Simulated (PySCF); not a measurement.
AlH2(SiH3).
Cartesian coordinates in Å at the PBE0-D3(BJ)/def2-SVP level; atoms count from 1:
```
atom  x, y, z in Å
Al1    0.700    1.222    0.011
H2     2.293    1.240    0.043
H3    -0.083    2.608   -0.038
Si4   -0.524   -0.911    0.009
H5    -1.874   -0.787    0.648
H6     0.228   -1.992    0.726
H7    -0.741   -1.380   -1.400
```

Theory: PySCF 2.14.0, density-fitted response routines, TDDFT CAM-B3LYP/def2-SVPD, vertical, gas phase, core orbitals frozen in the response.

Problem. List the vertical singlet excitations with oscillator strengths and describe the spectrum.

Solution. 

| state | E (eV) | ν̃ (cm⁻¹) | f | symmetry | main configurations (H = HOMO, L = LUMO) |
| --- | --- | --- | --- | --- | --- |
| S1 | 4.24 | 34220 | 0.0032 | A′ | H→L (99%) |
| S2 | 5.12 | 41280 | 0.0000 | – | H-1→L (98%) |
| S3 | 6.77 | 54570 | 0.034 | A″ | H→L+3 (85%), H-3→L (8%) |
| S4 | 6.90 | 55640 | 0.141 | A′ | H→L+1 (74%), H→L+2 (14%) |
| S5 | 7.05 | 56880 | 0.012 | A″ | H-3→L (87%) |
| S6 | 7.11 | 57330 | 0.0013 | – | H-2→L (49%), H→L+1 (18%), H→L+2 (15%) |
| S7 | 7.32 | 59070 | 0.050 | A′ | H→L+4 (56%), H-2→L (33%) |
| S8 | 7.55 | 60860 | 0.512 | A′ | H→L+2 (56%), H→L+4 (16%), H→L+5 (10%) |
| S9 | 8.06 | 64990 | 0.030 | A″ | H-1→L+2 (43%), H-1→L+1 (21%), H→L+6 (20%) |
| S10 | 8.10 | 65340 | 0.073 | A′ | H→L+5 (75%) |
| S11 | 8.15 | 65730 | 0.027 | A″ | H→L+6 (60%), H-1→L+2 (25%) |
| S12 | 8.19 | 66070 | 0.101 | A″ | H-1→L+1 (68%), H-1→L+2 (24%) |
| S13 | 8.42 | 67900 | 0.345 | A′ | H-1→L+3 (84%) |
| S14 | 8.71 | 70290 | 0.024 | A′ | H-4→L (80%), H-2→L+1 (11%) |
| S15 | 8.76 | 70650 | 0.094 | A″ | H-1→L+4 (68%), H→L+6 (9%) |

Triplets, Tamm–Dancoff:

```json
{"state": "T1", "E (eV)": "3.63", "λ (nm)": "341.8", "main configurations (H = HOMO, L = LUMO)": "H→L (97%)"}
{"state": "T2", "E (eV)": "4.67", "λ (nm)": "265.6", "main configurations (H = HOMO, L = LUMO)": "H-1→L (96%)"}
{"state": "T3", "E (eV)": "5.84", "λ (nm)": "212.2", "main configurations (H = HOMO, L = LUMO)": "H→L+3 (92%)"}
{"state": "T4", "E (eV)": "6.14", "λ (nm)": "202.0", "main configurations (H = HOMO, L = LUMO)": "H→L+2 (52%), H→L+1 (32%)"}
```

The lowest singlet lies at 4.24 eV (292 nm, ultraviolet) and is very weak; its leading configuration is HOMO→LUMO (99%). The strongest level in the table is S8 at 7.55 eV (164 nm, f = 0.512). Löwdin shares by element: HOMO silicon 39%, aluminium 31%, hydrogen 15% or more (atoms not listed hold the other 16%); LUMO aluminium 62%, silicon 18%, hydrogen 16% or more. The listed states span 4.52 eV, and the widest gap between neighbours is 1.65 eV (S2 to S3). Weighted by f, the mean energy of these states is 7.85 eV. Of the 15 states listed, 12 reach f = 0.01 and 1 stays under 0.0005. Symmetry labels in Cs follow from the direction of the transition dipole and are given only for states with f of 0.002 or more. Only the lowest 15 singlets were computed, as vertical energies without vibronic structure.

On an Arm Neoverse V1 with one thread (shared host), this took 4.1 s.
